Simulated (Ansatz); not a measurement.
A run of Ansatz (development build ahead of 0.2.0) on singlet NO2(-) at this shape:

```xyz
3

N    -0.0014   -0.0099   -0.4572
O    -0.0056    1.0674    0.2053
O    -0.0078   -1.0556    0.1971
```

Its results:

```json
{"Converged": "yes", "Reference energy": "-204.07764 hartree", "Correlation energy": "-0.53550 hartree", "Total energy": "-204.61314 hartree", "Spin squared of the determinant": "0.000"}
```

(1) Which input gives this output? Name the method, the orbitals and the basis set, and write the input.

Results:

(1) RHF-MP2 in cc-pVDZ. An unrestricted run that stays on the closed shell gives the same numbers.

```yaml
crystal:
  periodic: [false, false, false]
  atoms:
    - { symbol: "N", position_ang: [-0.00144, -0.00988, -0.45723] }
    - { symbol: O, position_ang: [-0.00564, 1.06736, 0.20528] }
    - { symbol: O, position_ang: [-0.00784, -1.05562, 0.19707] }
basis:
  gaussian: { orbitals: cc-pVDZ }
total_charge: -1
hamiltonian:
  xc: hf
correlation:
  method: mp2
  frozen_orbitals: { "N": 1, O: 1 }
```

Caution: no diffuse functions for an anion.
